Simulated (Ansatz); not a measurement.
**Question.** Name a neutral molecule of C, N, S and H with HOMO–LUMO gap (PBE/def2-TZVPP) between 4.10 and 4.40 eV and LUMO energy (ωB97M-V/def2-TZVPP) between 1.20 and 1.50 eV (Ansatz, PBE0-D4/def2-TZVP geometry).

**Answer.** `C=C(C)SC=N` (4.21 eV, 1.49 eV). Other molecules can fit too; these were computed, each in one conformer that needn't be the lowest.
